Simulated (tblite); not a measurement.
C4H9O2 (doublet state).
Cartesian coordinates in Å at the GFN2-xTB level; atoms count from 1:
```xyz
15
C4H9O2 angstrom
C     -0.697    0.872   -1.264
C     -0.941   -0.127   -0.130
O     -1.318    0.485    1.047
C      0.259   -1.062    0.130
C      1.380   -0.172    0.744
O      0.938    0.524    1.796
H     -1.627    1.386   -1.494
H      0.030    1.621   -0.961
H     -0.344    0.362   -2.155
H     -1.780   -0.785   -0.420
H     -0.447    0.689    1.562
H     -0.036   -1.813    0.863
H      0.607   -1.547   -0.781
H      2.151   -0.893    1.082
H      1.822    0.467   -0.042
```

Computed with GFN2-xTB (tblite): harmonic, unscaled wavenumbers at the GFN2-xTB geometry, gas phase. The method is semi-empirical: single wavenumbers can be off by several per cent or more. One conformer, not necessarily the lowest. Open shells enter through the occupations alone, without spin polarisation, and single modes of such species can be off by tens of per cent.

Harmonic wavenumbers (cm⁻¹): 96.8, 170.8, 265.4, 291.9, 363.1, 415.9, 485.8, 616.2, 738.0, 818.8, 888.3, 891.1, 943.2, 992.0, 1034.9, 1046.1, 1101.7, 1137.1, 1151.4, 1184.7, 1204.8, 1249.8, 1278.7, 1285.8, 1322.7, 1396.2, 1431.6, 1442.9, 1471.7, 1495.3, 2194.2, 2740.3, 2806.7, 2814.9, 3002.3, 3013.1, 3043.6, 3047.5, 3055.8.

A = 5131, B = 2983, C = 2574 MHz; mass 89.060 u (most abundant isotopes); point group C1, symmetry number 1; spin multiplicity 2.

**Question.** What is the zero-point energy?

**Answer.** ½Σν̃ = 26966 cm⁻¹ = 322.58 kJ/mol.

**Question.** Give the ideal-gas entropy at 273.15 K and 1 bar in the rigid-rotor, harmonic-oscillator model (classical rotation).

**Answer.** Translation 163.02, rotation 109.80, vibration 50.96, spin (R ln 2) 5.76: S = 329.5 J/(mol K).

**Question.** And Cp and H(273.15 K) − H(0)?

**Answer.** Cp = 103.12 J/(mol K), of which vibrations give 69.87 (their classical limit is 39 R = 324.3); H(273.15 K) − H(0) = 17.43 kJ/mol without the zero-point energy, 8.34 from vibrations.

**Question.** How do the functions run with temperature in this model?

**Answer.** 
```
 T (K)  S (J/(mol K))  Cp (J/(mol K))  H − H(0) (kJ/mol)  G − H(0) (kJ/mol)  ln q(vib)
   150          280.2            66.6               7.06             -34.97       0.93
   250          320.8            95.6              15.13             -65.06       2.15
298.15          338.9           111.5              20.11             -80.95       2.80
   400          376.5           145.4              33.21            -117.39       4.26
   600          446.4           200.0              68.08            -199.78       7.39
   900          538.4           252.8             136.68            -347.91      12.22
```

q(vib) and H(0) count from the zero-point level.

**Question.** Which modes carry the vibrational entropy at 273.15 K?

**Answer.** 96.8 cm⁻¹: 14.00; 170.8 cm⁻¹: 9.47; 265.4 cm⁻¹: 6.17; 291.9 cm⁻¹: 5.51; 363.1 cm⁻¹: 4.08; 415.9 cm⁻¹: 3.28 J/(mol K); the other 33 give 8.44 together.

**Question.** Blend soft modes into free rotors: weight 1/[1 + (100 cm⁻¹/ν̃)⁴] for the oscillator and the rest for a rotor with moment μB/(μ + B), μ = h/(8π²ν), B = 10⁻⁴⁴ kg m². What vibrational entropy results?

**Answer.** 49.81 J/(mol K) in place of 50.96, which changes −T·S at 273.15 K by +0.31 kJ/mol.

Hindered rotation and anharmonicity are outside this model. Other conformers, if any are populated, would add a mixing term that is left out. The structure is chiral; the term R ln 2 for an equal mix with its mirror image is left out.

Hardware: Arm Neoverse V1, one thread, on a shared host. Cost: 0.34 s. This covers the Hessian and the dipole derivatives.
